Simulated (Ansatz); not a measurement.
Molecule: O₂, net charge 0, triplet state. 
Geometry from a B3LYP-D3(BJ)/def2-TZVP (Ansatz, a first-principles code) optimisation:
```xyz
2

O      0.0000     0.0000    -0.6021
O      0.0000     0.0000     0.6021
```
Charge 0, spin multiplicity 3.

Basis-set convergence of Hartree-Fock and CCSD correlation energies (hartree) with Ansatz. Valence correlation only, unless marked. Open shells are spin-unrestricted. No spin-orbit coupling. No relativistic terms.

```
basis    functions       E(HF)  E(corr, CCSD)
-------  ---------  ----------  -------------
cc-pVDZ         28  -149.62831       -0.34770
cc-pVTZ         60  -149.67572       -0.43553
cc-pVQZ        110  -149.68796       -0.46590
cc-pV5Z        182  -149.69114       -0.47695
```

Extrapolating the two largest sets (X = 4 and 5) as X^-3: E(corr) = (125·(-0.47695) - 64·(-0.46590))/61 = -0.4885 Eh, an estimate of the basis-set limit. The largest set recovers 97.6 % of it, the smallest 71.2 %.
